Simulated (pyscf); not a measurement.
Single points on ωB97X-D3(BJ)/def2-SVP structures (PySCF, gas phase). Correlated levels are frozen-core, on RHF or UHF. ΔMP2 is the change of the MP2 total energy from the triple- to the quadruple-zeta basis.

Question: What is the homolytic dissociation enthalpy (298 K, CCSD(T)/def2-TZVPP + ΔMP2(QZVPP)) of the C–Si bond of H₃Si–CH₂–SiH₃ (SMILES [SiH3]C[SiH3]), to SiH₃• + •H₂C–SiH₃?

Answer: C–Si to SiH₃• + •H₂C–SiH₃: 363.5 kJ/mol. •H₂C–SiH₃ lies 44.3 kJ/mol over its isomer H₃C–SiH₂•, and others may lie lower still (electronic energy, ωB97M-D3(BJ)). The CCSD(T) − MP2 part came from Ansatz, without density fitting, on the same reference.
